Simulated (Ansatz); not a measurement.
# How fast does Si move in Si?

Theory: DFT LDA, scalar-relativistic, plane waves, PAW (Ansatz). Settings: 420 eV cutoff, 2×2×2 k-mesh, shifted by half a step, Gaussian smearing of 0.02 eV, no spin polarisation.

Host crystal, relaxed:

```
Si
1.0
     0.00000    2.70097    2.70097
     2.70097    0.00000    2.70097
     2.70097    2.70097    0.00000
Si
2
Direct
  0.75000 0.75000 0.75000
  0.50000 0.50000 0.50000
```

In a supercell of 32 host sites with charge +2, Si trades places with a neighbouring Si vacancy, moving 2.43 Å. Climbing-image nudged elastic band at fixed cell; the order of the saddle wasn't checked, and the small cell leaves errors of about a tenth of an eV.

| image | path (Å) | E − E(0) (eV) |
| --- | --- | --- |
| 0 | 0.00 | 0.000 |
| 1 | 0.46 | 0.070 |
| 2 | 0.91 | 0.374 |
| 3 | 1.37 | 0.655 |
| 4 | 1.83 | 0.374 |
| 5 | 2.28 | 0.070 |
| 6 | 2.74 | 0.000 |

Task: What are the barriers forward and back, and what attempt frequency does the shape suggest?

Result: Forward 0.65 eV, back 0.65 eV, the ends being level. For a sinusoidal profile E_b sin²(πx/l), with the Si atom alone moving, ν = (1/l)√(E_b/2m) = 4.4×10¹² s⁻¹, within an order of magnitude of the customary 10¹³ s⁻¹; a true prefactor needs the vibrations at the minimum and at the saddle.

Task: With ν = 10¹³ s⁻¹, how often does the exchange happen at 300, 600 and 1000 K once atom and vacancy are neighbours, taking the host as solid throughout? Does that give the diffusivity?

Result: k = ν exp(−E_b/k_BT):
```csv
T (K),k (1/s),wait (s)
300,100,0.010
600,3.2×10⁷,3.2×10⁻⁸
1000,5.0×10⁹,2.0×10⁻¹⁰
```

No. The atom can jump only when a vacancy is beside it, so where vacancies are thermal the activation energy of diffusion adds the vacancy's formation energy; where doping, quenching or off-stoichiometry fixes their number, it doesn't. And repeated exchanges only swap the two back and forth: Si gets on when the vacancy moves round it by other jumps, which the correlation factor counts. An error of 0.1 eV in the barrier changes k by a factor of 48 at 300 K and 3.2 at 1000 K.

Cost: 1 run of about 15 core-minutes, on Intel Xeon Processor @ 2.50GHz (Skylake/Cascade Lake) (shared hosts).